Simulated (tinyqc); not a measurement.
CIS and TDHF on RHF in the sto-6g basis, frozen core, for H2O, spin multiplicity 1, step by step (part 1 of 2). Computed by tinyqc, a small Python program that keeps every step (integrals from PySCF). Settings: charge = 0, multiplicity = 1, basis = sto-6g, method = RHF, frozen orbitals = 1, energy threshold = 1e-10, iteration cap = 55, orthogonalisation = canonical, start = Wolfsberg-Helmholz matrix, DIIS depth = 6, TDHF = 1. Command: `OMP_NUM_THREADS=1 python tinyqc.py 24610 24611 out.jsonl` (the two numbers bound the seeds that draw the settings). One thread of a shared host (Intel(R) Xeon(R) Processor @ 2.60GHz), about 0.1 s of CPU time with the checks. The early iterations of the SCF are left out here.

## One-electron integrals

Geometry (angstrom):
```
atom        x         y        z
O     0.00000   0.00000  0.00000
H     0.00000   0.76500  0.52600
H     0.00000  -0.80200  0.55200
```

Basis sto-6g: exponents (1/bohr^2) and contraction coefficients of normalised primitives:
```
element  l (shell)    exponent  coefficient
O            s (1)  1355.58423      0.00916
O            s (1)   248.54489      0.04936
O            s (1)    69.53390      0.16854
O            s (1)    23.88677      0.37056
O            s (1)     9.27593      0.41649
O            s (1)     3.82034      0.13033
O            s (2)    52.18776     -0.01325
O            s (2)    10.32932     -0.04699
O            s (2)     3.21034     -0.03379
O            s (2)     1.23514      0.25024
O            s (2)     0.53642      0.59512
O            s (2)     0.24588      0.24071
O            p (3)    52.18776      0.00376
O            p (3)    10.32932      0.03768
O            p (3)     3.21034      0.17390
O            p (3)     1.23514      0.41804
O            p (3)     0.53642      0.42586
O            p (3)     0.24588      0.10171
H            s (1)    35.52322      0.00916
H            s (1)     6.51314      0.04936
H            s (1)     1.82214      0.16854
H            s (1)     0.62596      0.37056
H            s (1)     0.24308      0.41649
H            s (1)     0.10011      0.13033
```

Overlap, kinetic and nuclear-attraction integrals over the contracted functions; the nuclear repulsion is the sum of Za Zb / Rab.

nuclear repulsion = 9.2458141 hartree

overlap S, order 1O 1s, 1O 2s, 1O 2px, 1O 2py, 1O 2pz, 2H 1s, 3H 1s:
```
[[1.00000, 0.23114, 0.00000, 0.00000, 0.00000, 0.05921, 0.05338],
 [0.23114, 1.00000, 0.00000, 0.00000, 0.00000, 0.49584, 0.46611],
 [0.00000, 0.00000, 1.00000, 0.00000, 0.00000, 0.00000, 0.00000],
 [0.00000, 0.00000, 0.00000, 1.00000, 0.00000, 0.33169, -0.31876],
 [0.00000, 0.00000, 0.00000, 0.00000, 1.00000, 0.22806, 0.21939],
 [0.05921, 0.49584, 0.00000, 0.33169, 0.22806, 1.00000, 0.23301],
 [0.05338, 0.46611, 0.00000, -0.31876, 0.21939, 0.23301, 1.00000]]
```

kinetic energy T (hartree), order 1O 1s, 1O 2s, 1O 2px, 1O 2py, 1O 2pz, 2H 1s, 3H 1s:
```
[[29.32720, -0.89602, 0.00000, 0.00000, 0.00000, -0.00123, -0.00301],
 [-0.89602, 0.84262, 0.00000, 0.00000, 0.00000, 0.14243, 0.12016],
 [0.00000, 0.00000, 2.53131, 0.00000, 0.00000, 0.00000, 0.00000],
 [0.00000, 0.00000, 0.00000, 2.53131, 0.00000, 0.25085, -0.22200],
 [0.00000, 0.00000, 0.00000, 0.00000, 2.53131, 0.17248, 0.15280],
 [-0.00123, 0.14243, 0.00000, 0.25085, 0.17248, 0.76852, 0.00349],
 [-0.00301, 0.12016, 0.00000, -0.22200, 0.15280, 0.00349, 0.76852]]
```

nuclear attraction V (hartree), order 1O 1s, 1O 2s, 1O 2px, 1O 2py, 1O 2pz, 2H 1s, 3H 1s:
```
[[-62.37184, -6.40867, 0.00000, -0.00131, -0.01889, -1.88293, -1.69557],
 [-6.40867, -10.09811, 0.00000, -0.01188, -0.20953, -4.05299, -3.75499],
 [0.00000, 0.00000, -10.01272, 0.00000, 0.00000, 0.00000, 0.00000],
 [-0.00131, -0.01188, 0.00000, -10.18578, -0.00618, -2.43350, 2.29112],
 [-0.01889, -0.20953, 0.00000, -0.00618, -10.09461, -1.73904, -1.64138],
 [-1.88293, -4.05299, 0.00000, -2.43350, -1.73904, -5.94948, -1.51640],
 [-1.69557, -3.75499, 0.00000, 2.29112, -1.64138, -1.51640, -5.77556]]
```

core Hamiltonian H = T + V (hartree), order 1O 1s, 1O 2s, 1O 2px, 1O 2py, 1O 2pz, 2H 1s, 3H 1s:
```
[[-33.04464, -7.30469, 0.00000, -0.00131, -0.01889, -1.88416, -1.69858],
 [-7.30469, -9.25549, 0.00000, -0.01188, -0.20953, -3.91056, -3.63483],
 [0.00000, 0.00000, -7.48141, 0.00000, 0.00000, 0.00000, 0.00000],
 [-0.00131, -0.01188, 0.00000, -7.65447, -0.00618, -2.18265, 2.06911],
 [-0.01889, -0.20953, 0.00000, -0.00618, -7.56330, -1.56656, -1.48858],
 [-1.88416, -3.91056, 0.00000, -2.18265, -1.56656, -5.18096, -1.51290],
 [-1.69858, -3.63483, 0.00000, 2.06911, -1.48858, -1.51290, -5.00704]]
```

## Two-electron integrals

Functions are numbered as in S; the eight-fold symmetry (ij|kl) = (ji|kl) = (kl|ij) leaves the list below.

Two-electron integrals (ij|kl) in chemists' order, unique and non-zero (hartree):
```
(11|11) 4.78749     (21|11) 0.67588     (21|21) 0.12150     (22|11) 1.11738
(22|21) 0.24921     (22|22) 0.81738     (31|31) 0.02576     (32|31) 0.03914
(32|32) 0.18066     (33|11) 1.11738     (33|21) 0.24921     (33|22) 0.81738
(33|33) 0.88066     (41|41) 0.02576     (42|41) 0.03914     (42|42) 0.18066
(43|43) 0.04746     (44|11) 1.11738     (44|21) 0.24921     (44|22) 0.81738
(44|33) 0.78574     (44|44) 0.88066     (51|51) 0.02576     (52|51) 0.03914
(52|52) 0.18066     (53|53) 0.04746     (54|54) 0.04746     (55|11) 1.11738
(55|21) 0.24921     (55|22) 0.81738     (55|33) 0.78574     (55|44) 0.78574
(55|55) 0.88066     (61|11) 0.18498     (61|21) 0.03185     (61|22) 0.06384
(61|33) 0.06370     (61|41) 0.00128     (61|42) 0.00249     (61|44) 0.06398
(61|51) 0.00088     (61|52) 0.00171     (61|54) 0.00020     (61|55) 0.06383
(61|61) 0.00851     (62|11) 0.42389     (62|21) 0.09574     (62|22) 0.34450
(62|33) 0.33898     (62|41) 0.00626     (62|42) 0.04498     (62|44) 0.35023
(62|51) 0.00431     (62|52) 0.03093     (62|54) 0.00773     (62|55) 0.34430
(62|61) 0.02519     (62|62) 0.17607     (63|31) 0.01096     (63|32) 0.06060
(63|43) 0.00941     (63|53) 0.00647     (63|63) 0.02579     (64|11) 0.24205
(64|21) 0.05547     (64|22) 0.21292     (64|33) 0.20316     (64|41) 0.01421
(64|42) 0.08730     (64|44) 0.22907     (64|51) 0.00223     (64|52) 0.01836
(64|54) 0.01134     (64|55) 0.20651     (64|61) 0.01531     (64|62) 0.13236
(64|64) 0.12440     (65|11) 0.16643     (65|21) 0.03814     (65|22) 0.14640
(65|33) 0.13969     (65|41) 0.00223     (65|42) 0.01836     (65|44) 0.14456
(65|51) 0.01250     (65|52) 0.07322     (65|54) 0.01276     (65|55) 0.15494
(65|61) 0.01053     (65|62) 0.09101     (65|64) 0.06780     (65|65) 0.07241
(66|11) 0.54580     (66|21) 0.12554     (66|22) 0.51363     (66|33) 0.49285
(66|41) 0.01130     (66|42) 0.10845     (66|44) 0.53518     (66|51) 0.00777
(66|52) 0.07457     (66|54) 0.02910     (66|55) 0.51286     (66|61) 0.03343
(66|62) 0.32274     (66|64) 0.27755     (66|65) 0.19084     (66|66) 0.77500
(71|11) 0.16662     (71|21) 0.02870     (71|22) 0.05755     (71|33) 0.05742
(71|41) -0.00115    (71|42) -0.00225    (71|44) 0.05768     (71|51) 0.00079
(71|52) 0.00155     (71|54) -0.00017    (71|55) 0.05754     (71|61) 0.00755
(71|62) 0.02190     (71|64) 0.01205     (71|65) 0.00915     (71|66) 0.02859
(71|71) 0.00691     (72|11) 0.39240     (72|21) 0.08868     (72|22) 0.32047
(72|33) 0.31525     (72|41) -0.00583    (72|42) -0.04238    (72|44) 0.32589
(72|51) 0.00401     (72|52) 0.02917     (72|54) -0.00733    (72|55) 0.32029
(72|61) 0.02250     (72|62) 0.13327     (72|64) 0.06858     (72|65) 0.06707
(72|66) 0.20169     (72|71) 0.02104     (72|72) 0.15416     (73|31) 0.01001
(73|32) 0.05583     (73|43) -0.00881    (73|53) 0.00606     (73|63) 0.01874
(73|73) 0.02222     (74|11) -0.22839    (74|21) -0.05236    (74|22) -0.20185
(74|33) -0.19267    (74|41) 0.01306     (74|42) 0.08126     (74|44) -0.21702
(74|51) -0.00210    (74|52) -0.01751    (74|54) 0.01070     (74|55) -0.19586
(74|61) -0.01264    (74|62) -0.07053    (74|64) -0.01800    (74|65) -0.03462
(74|66) -0.09405    (74|71) -0.01301    (74|72) -0.11809    (74|74) 0.11178
(75|11) 0.15720     (75|21) 0.03604     (75|22) 0.13893     (75|33) 0.13261
(75|41) -0.00210    (75|42) -0.01751    (75|44) 0.13725     (75|51) 0.01146
(75|52) 0.06787     (75|54) -0.01200    (75|55) 0.14693     (75|61) 0.00957
(75|62) 0.06800     (75|64) 0.03423     (75|65) 0.05243     (75|66) 0.11285
(75|71) 0.00896     (75|72) 0.08128     (75|74) -0.06165    (75|75) 0.06465
(76|11) 0.15198     (76|21) 0.03463     (76|22) 0.13385     (76|33) 0.13107
(76|41) -3.83e-05   (76|42) -0.00042    (76|44) 0.13390     (76|51) 0.00254
(76|52) 0.02121     (76|54) -0.00010    (76|55) 0.13658     (76|61) 0.00899
(76|62) 0.06644     (76|64) 0.04279     (76|65) 0.03870     (76|66) 0.12236
(76|71) 0.00811     (76|72) 0.06268     (76|74) -0.04161    (76|75) 0.03709
(76|76) 0.03031     (77|11) 0.52423     (77|21) 0.12067     (77|22) 0.49730
(77|33) 0.47725     (77|41) -0.01062    (77|42) -0.10441    (77|44) 0.51806
(77|51) 0.00731     (77|52) 0.07186     (77|54) -0.02809    (77|55) 0.49658
(77|61) 0.03049     (77|62) 0.21020     (77|64) 0.09523     (77|65) 0.11594
(77|66) 0.33233     (77|71) 0.02896     (77|72) 0.29818     (77|74) -0.26105
(77|75) 0.17968     (77|76) 0.12236     (77|77) 0.77500
```

## Orthogonalisation

S = U s U^T; canonical form X = U s^(-1/2), so that X^T S X = 1. Each column of U has its largest component positive (the first on a tie).

eigenvalues of S: [0.33526, 0.41245, 0.89315, 1.00000, 1.08242, 1.35762, 1.91910]

X, order 1O 1s, 1O 2s, 1O 2px, 1O 2py, 1O 2pz, 2H 1s, 3H 1s:
```
[[-0.28427, 0.06914, 0.76498, 0.00000, -0.60999, -0.00371, 0.15396],
 [1.18536, -0.22641, -0.27921, 0.00000, -0.27733, -0.00843, 0.42998],
 [0.00000, 0.00000, 0.00000, 1.00000, 0.00000, 0.00000, 0.00000],
 [0.21866, 0.93579, -0.00136, 0.00000, 0.00785, 0.67710, 0.01242],
 [0.50378, -0.10011, 0.64007, 0.00000, 0.66678, -0.00818, 0.18194],
 [-0.95303, -0.70036, -0.14964, 0.00000, 0.12141, 0.35879, 0.38364],
 [-0.53570, 0.99614, -0.15617, 0.00000, 0.12430, -0.38630, 0.36339]]
```

## Starting guess

The start is the generalised Wolfsberg-Helmholz matrix (K = 1.75) built on H; D = 2 C_occ C_occ^T.

D at the start, order 1O 1s, 1O 2s, 1O 2px, 1O 2py, 1O 2pz, 2H 1s, 3H 1s:
```
[[2.05910, -0.23055, 0.00000, 0.00645, 0.10529, -0.14774, -0.13658],
 [-0.23055, 1.08322, 0.00000, -0.02767, -0.39978, 0.36266, 0.34118],
 [0.00000, 0.00000, 2.00000, 0.00000, 0.00000, 0.00000, 0.00000],
 [0.00645, -0.02767, 0.00000, 1.32583, -0.00784, 0.38084, -0.39062],
 [0.10529, -0.39978, 0.00000, -0.00784, 1.84727, 0.11325, 0.10806],
 [-0.14774, 0.36266, 0.00000, 0.38084, 0.11325, 0.27645, 0.03822],
 [-0.13658, 0.34118, 0.00000, -0.39062, 0.10806, 0.03822, 0.25053]]
```

## Iteration 8 (converged): orbitals

converged F (hartree), order 1O 1s, 1O 2s, 1O 2px, 1O 2py, 1O 2pz, 2H 1s, 3H 1s:
```
[[-20.49063, -4.96270, 0.00000, -0.00118, -0.02881, -1.27927, -1.15403],
 [-4.96270, -2.33961, 0.00000, -0.01344, -0.12205, -1.05707, -0.98348],
 [0.00000, 0.00000, -0.39264, 0.00000, 0.00000, 0.00000, 0.00000],
 [-0.00118, -0.01344, 0.00000, -0.33812, -0.01211, -0.41808, 0.40225],
 [-0.02881, -0.12205, 0.00000, -0.01211, -0.35517, -0.35043, -0.33934],
 [-1.27927, -1.05707, 0.00000, -0.41808, -0.35043, -0.61318, -0.37523],
 [-1.15403, -0.98348, 0.00000, 0.40225, -0.33934, -0.37523, -0.55150]]
```

Diagonalise F' = X^T F X, C = X C', fill 5 alpha and 5 beta electrons from the bottom; D = 2 C_occ C_occ^T. Each column has its largest component positive (the first on a tie).

F' = X^T F X (hartree):
```
[[0.24206, 0.15350, 1.54402, 0.00000, -1.05224, 0.02003, 0.11495],
 [0.15350, 0.70586, -0.44918, 0.00000, 0.33664, 0.10427, -0.07026],
 [1.54402, -0.44918, -9.69875, 0.00000, 9.05762, 0.06648, -3.95544],
 [0.00000, 0.00000, 0.00000, -0.39264, 0.00000, 0.00000, 0.00000],
 [-1.05224, 0.33664, 9.05762, 0.00000, -9.21118, -0.07134, 3.98274],
 [0.02003, 0.10427, 0.06648, 0.00000, -0.07134, -0.62632, 0.02478],
 [0.11495, -0.07026, -3.95544, 0.00000, 3.98274, 0.02478, -2.90621]]
```

orbital energies (hartree): [-20.49389, -1.27168, -0.63408, -0.44427, -0.39264, 0.58750, 0.76188]

coefficients C, order 1O 1s, 1O 2s, 1O 2px, 1O 2py, 1O 2pz, 2H 1s, 3H 1s:
```
[[0.99662, -0.22195, 0.00649, 0.09180, 0.00000, 0.12321, -0.02086],
 [0.01616, 0.83606, -0.03761, -0.51452, 0.00000, -0.89493, 0.17282],
 [0.00000, 0.00000, 0.00000, 0.00000, 1.00000, 0.00000, 0.00000],
 [0.00025, 0.01322, 0.60214, -0.01111, 0.00000, 0.13616, 1.00040],
 [0.00314, 0.12511, 0.01775, 0.79931, 0.00000, -0.69610, 0.10884],
 [-0.00406, 0.16481, 0.43666, 0.25532, 0.00000, 0.69625, -0.97161],
 [-0.00363, 0.14747, -0.43855, 0.28073, 0.00000, 0.90326, 0.70114]]
```

D after iteration 8, order 1O 1s, 1O 2s, 1O 2px, 1O 2py, 1O 2pz, 2H 1s, 3H 1s:
```
[[2.10195, -0.43387, 0.00000, 0.00042, 0.09772, -0.02870, -0.02684],
 [-0.43387, 1.93080, 0.00000, -0.01175, -0.61455, -0.02013, -0.00942],
 [0.00000, 0.00000, 2.00000, 0.00000, 0.00000, 0.00000, 0.00000],
 [0.00042, -0.01175, 0.00000, 0.72573, 0.00692, 0.52454, -0.53048],
 [0.09772, -0.61455, 0.00000, 0.00692, 1.30976, 0.46488, 0.47010],
 [-0.02870, -0.02013, 0.00000, 0.52454, 0.46488, 0.56609, -0.19101],
 [-0.02684, -0.00942, 0.00000, -0.53048, 0.47010, -0.19101, 0.58580]]
```

## Convergence

Stop when the energy changes by less than 1e-10 hartree and every element of the error matrix X^T (F D S - S D F) X is below 3e-06.

Course of the cycle:
```
iteration  E (hartree)     change  largest element of the error matrix
1          -75.3972829          -                             7.57e-01
2          -75.6528391  -2.56e-01                             1.50e-01
3          -75.6712288  -1.84e-02                             3.42e-02
4          -75.6726313  -1.40e-03                             5.36e-03
5          -75.6726916  -6.02e-05                             2.79e-04
6          -75.6726917  -1.12e-07                             2.47e-05
7          -75.6726917  -1.43e-09                             5.61e-06
8          -75.6726917  -6.78e-11                             3.88e-07
```

PySCF RHF in the same basis = -75.6726917 hartree

Converged in 8 iterations.

## Populations, bond orders and dipole

Mulliken: Z minus the diagonal of D S on the atom; Loewdin: the same with S^(1/2) D S^(1/2); Mayer order: 2 sum_s sum (D(s) S)_ij (D(s) S)_ji over the two atoms.

Charges (e):
```
atom  Mulliken   Loewdin
1O    -0.40239  -0.28008
2H     0.21010   0.14384
3H     0.19230   0.13624
```

Mayer bond orders:
```
pair    order
2-1   0.93835
3-1   0.94551
3-2   0.01751
```

dipole moment about the origin, x y z (debye): [0.00000, 0.01567, 1.72192]

## Integrals over molecular orbitals

(pq|rs) = sum C_ip C_jq C_kr C_ls (ij|kl), one index at a time.

one-electron integrals over orbitals h = C^T H C (hartree):
```
[[-33.03093, 0.56864, -0.01710, -0.22852, 0.00000, -0.32419, 0.05564],
 [0.56864, -7.71830, 0.00813, 0.42649, 0.00000, 1.39202, -0.25457],
 [-0.01710, 0.00813, -6.39348, -0.05741, 0.00000, -0.28053, -1.71254],
 [-0.22852, 0.42649, -0.05741, -7.05782, 0.00000, 1.02603, -0.09197],
 [0.00000, 0.00000, 0.00000, 0.00000, -7.48141, 0.00000, 0.00000],
 [-0.32419, 1.39202, -0.28053, 1.02603, 0.00000, -5.32962, -0.04432],
 [0.05564, -0.25457, -1.71254, -0.09197, 0.00000, -0.04432, -5.63708]]
```

Two-electron integrals over orbitals (pq|rs), unique and non-zero (hartree); the lowest 1 orbital is frozen and left out:
```
(22|22) 0.72929    (32|22) 0.00731    (32|32) 0.14514    (33|22) 0.64503
(33|32) -0.00400   (33|33) 0.63473    (42|22) 0.00366    (42|32) 0.00092
(42|33) 0.00642    (42|42) 0.12556    (43|22) 0.00484    (43|32) 0.02014
(43|33) 0.00203    (43|42) -0.00545   (43|43) 0.04636    (44|22) 0.68377
(44|32) -0.00423   (44|33) 0.60267    (44|42) -0.10478   (44|43) 0.00790
(44|44) 0.79497    (52|52) 0.14538    (53|52) -0.00321   (53|53) 0.02894
(54|52) -0.04475   (54|53) 0.00189    (54|54) 0.05514    (55|22) 0.75000
(55|32) -0.00200   (55|33) 0.62977    (55|42) -0.06553   (55|43) 0.00741
(55|44) 0.73529    (55|55) 0.88066    (62|22) -0.14114   (62|32) 0.00889
(62|33) -0.07362   (62|42) -0.02188   (62|43) -0.00497   (62|44) -0.09346
(62|55) -0.15834   (62|62) 0.10060    (63|22) 0.02656    (63|32) 0.04339
(63|33) 0.01482    (63|42) -0.01004   (63|43) 0.02939    (63|44) 0.02351
(63|55) 0.03144    (63|62) -0.01597   (63|63) 0.07729    (64|22) -0.09430
(64|32) -0.01066   (64|33) -0.04068   (64|42) 0.02292    (64|43) -0.00371
(64|44) -0.11468   (64|55) -0.11014   (64|62) 0.06073    (64|63) -0.01981
(64|64) 0.06461    (65|52) -0.05976   (65|53) 0.00491    (65|54) 0.00185
(65|65) 0.03858    (66|22) 0.60840    (66|32) -0.02702   (66|33) 0.57219
(66|42) 0.05908    (66|43) -0.01396   (66|44) 0.54909    (66|55) 0.58566
(66|62) -0.09234   (66|63) -0.01158   (66|64) -0.03982   (66|66) 0.60302
(72|22) 0.02607    (72|32) 0.04068    (72|33) 0.01008    (72|42) -0.00091
(72|43) -0.03140   (72|44) 0.02000    (72|55) 0.02874    (72|62) -0.00798
(72|63) -0.03227   (72|64) -0.01238   (72|66) 0.01658    (72|72) 0.06364
(73|22) 0.14017    (73|32) -0.01105   (73|33) 0.09135    (73|42) -0.07128
(73|43) 0.00192    (73|44) 0.16298    (73|55) 0.18816    (73|62) -0.07602
(73|63) 0.01248    (73|64) -0.07091   (73|66) 0.04098    (73|72) 0.01845
(73|73) 0.14828    (74|22) 0.00517    (74|32) -0.07351   (74|33) 0.00689
(74|42) 0.00077    (74|43) 0.00415    (74|44) 0.01084    (74|55) 0.00939
(74|62) -0.01075   (74|63) -0.04221   (74|64) 0.00392    (74|66) 0.02096
(74|72) -0.01556   (74|73) 0.01393    (74|74) 0.06499    (75|52) 0.01035
(75|53) 0.02331    (75|54) -0.00133   (75|65) -0.00236   (75|75) 0.02515
(76|22) -0.00431   (76|32) -0.09756   (76|33) 0.00769    (76|42) -0.00987
(76|43) -0.04448   (76|44) 0.01049    (76|55) 0.00375    (76|62) 0.00281
(76|63) -0.06488   (76|64) 0.01098    (76|66) 0.02792    (76|72) 0.00744
(76|73) 0.01776    (76|74) 0.05360    (76|76) 0.11187    (77|22) 0.62888
(77|32) 0.03098    (77|33) 0.61117    (77|42) -0.01434   (77|43) 0.01518
(77|44) 0.61221    (77|55) 0.62901    (77|62) -0.07040   (77|63) 0.03567
(77|64) -0.04368   (77|66) 0.55814    (77|72) 0.01171    (77|73) 0.09284
(77|74) -0.01391   (77|76) -0.02634   (77|77) 0.63181
```

## CIS matrix, singlets

A(ia,jb) = (e_a - e_i) d_ij d_ab + 2 (ia|jb) - (ij|ab).

CIS matrix A, singlet (hartree), order 2>6, 2>7, 3>6, 3>7, 4>6, 4>7, 5>6, 5>7:
```
[[1.45198, -0.01164, -0.00492, -0.05447, 0.06238, -0.01162, 0.00000, 0.00000],
 [-0.01164, 1.53195, 0.03302, 0.00592, -0.01489, -0.01678, 0.00000, 0.00000],
 [-0.00492, 0.03302, 0.80398, 0.01728, -0.02567, -0.03994, 0.00000, 0.00000],
 [-0.05447, 0.00592, 0.01728, 1.08134, -0.09734, 0.01269, 0.00000, 0.00000],
 [0.06238, -0.01489, -0.02567, -0.09734, 0.61190, -0.00266, 0.00000, 0.00000],
 [-0.01162, -0.01678, -0.03994, 0.01269, -0.00266, 0.72392, 0.00000, 0.00000],
 [0.00000, 0.00000, 0.00000, 0.00000, 0.00000, 0.00000, 0.47165, -0.00847],
 [0.00000, 0.00000, 0.00000, 0.00000, 0.00000, 0.00000, -0.00847, 0.57583]]
```

## CIS singlet states

dipole integrals <i|r|a> (bohr), order 2>6, 2>7, 3>6, 3>7, 4>6, 4>7, 5>6, 5>7:
```
[[0.00000, -0.00088, 0.09129],
 [0.00000, -0.15932, -0.02888],
 [0.00000, 0.86661, -0.09191],
 [0.00000, -0.12247, -0.58727],
 [0.00000, -0.12637, 0.40810],
 [0.00000, -0.63450, -0.03837],
 [-0.07749, 0.00000, 0.00000],
 [0.01070, 0.00000, 0.00000]]
```

Diagonalise A (1 hartree = 27.211386 eV); each vector has its largest component positive (the first on a tie). The transition dipole is mu = sqrt2 sum c_ia <i|r|a>.

singlet excitation energies (eV): [12.81571, 15.68769, 15.97734, 19.23141, 22.29855, 29.67412, 39.84524, 41.82217]

lowest vectors, order 2>6, 2>7, 3>6, 3>7, 4>6, 4>7, 5>6, 5>7:
```
[[0.00000, 0.00000, -0.05785, 0.01710, 0.00051, 0.17700],
 [0.00000, 0.00000, 0.01043, 0.00345, -0.05246, -0.01828],
 [0.00000, 0.00000, 0.10347, 0.37514, 0.91753, 0.06570],
 [0.00000, 0.00000, 0.18133, -0.06038, -0.06783, 0.96560],
 [0.00000, 0.00000, 0.97577, -0.05479, -0.07285, -0.17639],
 [0.00000, 0.00000, 0.02876, 0.92321, -0.38140, 0.02278],
 [0.99675, -0.08051, 0.00000, 0.00000, 0.00000, 0.00000],
 [0.08051, 0.99675, 0.00000, 0.00000, 0.00000, 0.00000]]
```

oscillator strengths 2/3 w |mu|^2: [0.00366, 0.00022, 0.06392, 0.06034, 1.23833, 0.57953]
